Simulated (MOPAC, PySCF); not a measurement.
OSi, SMILES `[O+]#[Si-]` (lower singlet), neutral singlet in the gas phase. This singlet lies 3.87 eV below the relaxed triplet at the level frozen-core full CI/6-31g // B3LYP-D3(BJ)/def2-TZVP (Ansatz).

Z-matrix (Å, degrees):
```
O
Si 1 1.5131
```
Charge 0, spin multiplicity 1.

All levels are single points at this geometry (B3LYP-D3(BJ)/def2-TZVP); Pople sets use spherical d functions. Orbital energies aren't observables, and empty levels follow the basis.

| level | HOMO (eV) | LUMO (eV) | gap (eV) | dipole (D) | vertical IE, Delta-SCF (eV) |
|---|---|---|---|---|---|
| B3LYP-D3(BJ)/def2-TZVP in PySCF | -8.55 | -2.15 | 6.40 | 3.11 | – |
| B3LYP/3-21G in PySCF | -8.21 | -1.66 | 6.55 | 1.99 | – |
| B3LYP/6-31G* in PySCF | -8.41 | -1.86 | 6.55 | 2.60 | 11.39 |
| BP86/6-31G* in PySCF | -7.38 | -2.61 | 4.77 | 2.32 | – |
| SVWN5/6-31G* in PySCF | -7.37 | -2.64 | 4.73 | 2.35 | 11.43 |
| HF/6-31G* in PySCF | -11.77 | 1.45 | 13.22 | 3.37 | 10.41 |
| HF/STO-3G in PySCF | -7.66 | 7.95 | 15.61 | 1.91 | – |
| PM3 in MOPAC | -9.02 | -0.58 | 8.44 | 0.96 | – |
| PM6 in MOPAC | -8.55 | -0.94 | 7.61 | 5.41 | – |
